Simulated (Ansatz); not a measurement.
# HNO (nitroxyl) at CCSD(T)/STO-3G

What is the energy change on altering one bond length of HNO (nitroxyl) at CCSD(T)/STO-3G? 

The results are computed with Ansatz 0.2.0.

50 further runs of the same task are left out: 1 that didn't finish, 49 set aside as unsound or not needed.

### 1 The molecule

The species is HNO (3 atoms), meant as a singlet with charge 0. As SMILES, `N=O`. The coordinates come from a PBE0-D4/def2-TZVP relaxation.

Bond lengths: N1–O2 1.190 Å, N1–H3 1.063 Å. Angles: O2–N1–H3 108.9°.

### 2 A single-point energy at CCSD(T)/STO-3G

Contents of input.yaml:

```yaml
crystal:
  periodic: [false, false, false]
  atoms:
    - symbol: N
      position_ang: [-0.283700, 0.312790, -0.117160]
    - symbol: O
      position_ang: [0.755300, 0.397200, 0.456500]
    - symbol: H
      position_ang: [-0.471600, -0.709980, -0.339350]
basis:
  gaussian:
    orbitals: STO-3G
scf:
  omitted_lower_state_checks: [cluster_reference, increment]
correlation:
  method: ccsd_t
  frozen_orbitals: {H: 0, "N": 1, O: 1}
accuracy: high
```

Run with:

```sh
$ ansatz run input.yaml --threads 1 --pin off --max-ram 3480MiB --events-out events.jsonl --progress --plain --runs-dir runs
```

The log of the run, cut to the lines that bear on the results:

```text
Warning: RAYON_NUM_THREADS=1 ignored (pool sized by the plan → 1); use --threads N
Functional definition: HF
  name "HF"
[...]
168 factors; integrals over basis functions are off by at most 3.7e-8 eV
[...]
mean field -3484.64633024 eV, -128.0583906581 hartree, gradient 9.5e-9 eV, S^2 0.000000; 0 other end points of the search recorded, 0 dependent functions left out; unrestricted orbitals would lower it
2 core orbitals not correlated: weight in the atoms' cores, before any rotation towards them, 1.000 or more for the frozen orbitals, at most 0.000 for the correlated occupied ones
reference -3484.64633024 eV, -128.0583906581 hartree; 6, 6 occupied and 3, 3 virtual orbitals, 168 factors
second order -3.18936449 eV of doubles, -0.00000000 eV of singles
cycle   1  -3.55832000 eV  change   -3.7e-1 eV  update   6.2e-2
[...]
cycle  23  -3.82097223 eV  change  -4.5e-10 eV  update  4.0e-10
perturbative correction -0.04319653 eV, -0.0015874433 hartree
Total energy: -3488.51049900 eV, -128.2003962407 hartree
Checks for a lower state left out: cluster_reference, increment
```

It took 0.18 s on 1 thread of AMD EPYC 7R43 (Zen 3), shared host.

### 3 The distorted shape, same level

Contents of run.yaml:

```yaml
basis:
  gaussian:
    orbitals: STO-3G
crystal:
  periodic: [false, false, false]
  atoms:
    - symbol: N
      position_ang: [-0.236725, 0.568483, -0.061612]
    - symbol: O
      position_ang: [0.802275, 0.652893, 0.512048]
    - symbol: H
      position_ang: [-0.471600, -0.709980, -0.339350]
correlation:
  method: ccsd_t
  frozen_orbitals: {H: 0, "N": 1, O: 1}
accuracy: high
scf:
  omitted_lower_state_checks: [cluster_reference, increment]
```

Run with:

```sh
$ ansatz run run.yaml --threads 1 --pin off --max-ram 3480MiB --events-out events.jsonl --progress --plain --runs-dir runs
```

The log of the run, cut to the lines that bear on the results:

```text
Warning: RAYON_NUM_THREADS=1 ignored (pool sized by the plan → 1); use --threads N
[... 2 set-up lines as earlier in the session ...]
[...]
168 factors; integrals over basis functions are off by at most 3.9e-8 eV
[...]
mean field -3483.81838646 eV, -128.0279642853 hartree, gradient 2.6e-8 eV, S^2 0.000000; 0 other end points of the search recorded, 0 dependent functions left out; unrestricted orbitals would lower it
2 core orbitals not correlated: weight in the atoms' cores, before any rotation towards them, 1.000 or more for the frozen orbitals, at most 0.000 for the correlated occupied ones
reference -3483.81838646 eV, -128.0279642853 hartree; 6, 6 occupied and 3, 3 virtual orbitals, 168 factors
second order -3.68638904 eV of doubles, -0.00000000 eV of singles
cycle   1  -4.06692022 eV  change   -3.8e-1 eV  update   8.9e-2
[...]
cycle  24  -4.47167434 eV  change  -3.0e-10 eV  update  3.3e-10
perturbative correction -0.09820363 eV, -0.0036089170 hartree
Total energy: -3488.38826443 eV, -128.1959042032 hartree
Checks for a lower state left out: cluster_reference, increment
```

Run time: 0.16 s. Hardware: 1 thread of AMD EPYC 7R43 (Zen 3), shared host.

### 4 What came out

Level: CCSD(T)/STO-3G, 2 core orbitals frozen.

```
                                                         quantity          value
                                        first shape: total energy  -128.20040 Eh
         first shape: correlation energy (2 core orbitals frozen)     -142.0 mEh
                                      first shape: (T) correction      -1.59 mEh
                                       first shape: T1 diagnostic          0.010
                                    distorted shape: total energy  -128.19590 Eh
     distorted shape: correlation energy (2 core orbitals frozen)     -167.9 mEh
                                  distorted shape: (T) correction      -3.61 mEh
                                   distorted shape: T1 diagnostic          0.018
energy change with the N1–H3 bond stretched from 1.063 to 1.329 Å       0.122 eV
```

In words: With the N1–H3 bond stretched from 1.063 to 1.329 Å the energy rises by 0.12 eV (11.8 kJ/mol). The first shape isn't relaxed at this level, so the change isn't measured from a minimum. The minimal basis adds a large error of its own. The restricted solution (first shape) is unstable to spin breaking: an unrestricted one lies lower. The triples (first shape) make up 1.1 % of the correlation energy. The restricted solution (distorted shape) is unstable to spin breaking: an unrestricted one lies lower. The triples (distorted shape) make up 2.1 % of the correlation energy.
